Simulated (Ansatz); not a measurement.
The input, for Ansatz 0.2.0:

```yaml
crystal:
  periodic: [false, false, false]
  atoms:
    - {symbol: P, position_ang: [0.000142, -0.000080, -0.058701]}
    - {symbol: H, position_ang: [2.412921, 0.025850, 0.607083]}
    - {symbol: H, position_ang: [-1.230309, 2.079211, 0.595505]}
    - {symbol: H, position_ang: [-1.186964, -2.102611, 0.601287]}
basis:
  gaussian: {orbitals: 6-31G}
total_charge: 1
magnetization: {spin_polarized: true, initial_magnetization: 1}
correlation: {method: bccd_t, electrons: outside_noble_gas}
accuracy: high
scf: {lower_state_search: light}
output: {forces: true}
```

```sh
$ ansatz run in.yaml --threads 1 --pin off --events-out ev --progress --plain --max-ram 2393MiB
```

Task: Roughly how long does this take on 1 thread of Arm Neoverse V1, shared host, and how much host memory?

Result: 8.5 s wall and 0.14 GiB.

```
393 factors; integrals over basis functions are off by at most 4.4e-9 eV
mean field evaluation 1: about -9296.5393 eV, gradient 1.1e1 eV
mean field evaluation 2: about -9296.5395 eV, gradient 1.1e1 eV
mean field evaluation 4: about -9298.0423 eV, gradient 1.0e0 eV
mean field evaluation 8: about -9298.0499 eV, gradient 1.2e-1 eV
mean field evaluation 16: about -9301.6724 eV, gradient 1.3e-4 eV
mean field evaluation 32: about -9301.8060 eV, gradient 6.3e-5 eV
mean field evaluation 64: about -9298.0509 eV, gradient 5.5e-5 eV
mean field evaluation 96: about -9299.8352 eV, gradient 3.1e0 eV
mean field evaluation 128: about -9301.5773 eV, gradient 1.6e-6 eV
mean field evaluation 160: about -9301.2054 eV, gradient 7.1e-2 eV
...
cycle  52  -1.44929991 eV  change    2.6e-9 eV  update  9.0e-10
cycle  53  -1.44929990 eV  change    1.3e-9 eV  update  7.6e-10
cycle  54  -1.44929990 eV  change   3.9e-10 eV  update  7.1e-10
cycle  55  -1.44929991 eV  change  -7.3e-10 eV  update  6.3e-10
cycle  56  -1.44929991 eV  change   -1.2e-9 eV  update  5.5e-10
cycle  57  -1.44929991 eV  change   -1.1e-9 eV  update  4.6e-10
cycle  58  -1.44929991 eV  change  -1.4e-10 eV  update  3.8e-10
cycle  59  -1.44929991 eV  change   9.2e-11 eV  update  3.2e-10
cycle  60  -1.44929991 eV  change   4.5e-11 eV  update  2.6e-10
cycle  61  -1.44929991 eV  change  -3.4e-10 eV  update  2.0e-10
perturbative correction -0.14565615 eV, -0.0053527647 hartree
WARN: the results are in doubt because among natural orbitals full CI differs from the method by -0.207 eV
the calculation of the forces begins
Total energy: -9303.26732377 eV, -341.8887681676 hartree
Atom 0 at     0.000142    -0.000080    -0.058701 Å, force    -0.002090     0.001176     0.866171 eV/Å
Atom 1 at     2.412921     0.025850     0.607083 Å, force    -1.317422    -0.014059    -0.291885 eV/Å
Atom 2 at    -1.230309     2.079211     0.595505 Å, force     0.671588    -1.135084    -0.285564 eV/Å
Atom 3 at    -1.186964    -2.102611     0.601287 Å, force     0.647924     1.147967    -0.288721 eV/Å
Dipole moment:    -0.000186     0.000105     0.077022 e Å
In doubt: among natural orbitals full CI differs from the method by -0.207 eV
```

Forces (eV/Å):
```
P   -0.002  0.001  0.866
H   -1.317 -0.014 -0.292
H    0.672 -1.135 -0.286
H    0.648  1.148 -0.289
```
